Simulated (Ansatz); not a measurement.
Bulk modulus B0 (GPa) of solids drawn from the class of elemental solids other than molecular ones, at two levels: PBE (Ansatz, a quantum-chemistry and plane-wave program, PAW), and PBE-D4 in Ansatz (PAW).

| solid | PBE | PBE-D4 | shift (%) |
|---|---|---|---|
| hcp Zr | 93.3 | 95.0 | +1.8 |
| bcc W | 303 | 319 | +5.3 |
| hcp Sc | 54.2 | 56.4 | +4.1 |
| bcc Na | 7.77 | 7.87 | +1.3 |
| hcp Cd | 38.4 | 50.5 | +32 |
| fcc Pd | 168 | 185 | +10.1 |
| bcc Nb | 169 | 174 | +3.0 |
| hcp Co | 215 | 231 | +7.4 |
| body-centred tetragonal In | 35.5 | 41.9 | +18.0 |
| hcp Hf | 107 | 109 | +1.9 |

The shifts run from +1.3 % to +32 %, with a median of +4.7 %.

Of 10 rows, PBE-D4 is the larger in 10 and the smaller in 0.

Ansatz's runs of these crystals have no spin polarisation, but for hcp Co.

Density-functional runs with spin start from parallel moments for hcp Co.

Spin–orbit coupling is left out, also for the solids with elements from indium on (bcc W, body-centred tetragonal In, hcp Hf); its size isn't shown.

In Ansatz's fits of the non-cubic solids, shape and atoms are relaxed at each volume.

Each level is taken at its own relaxed cell. Ansatz's density-functional and Hartree–Fock values are scalar-relativistic unless marked +SOC, with PAW data made under PBE.
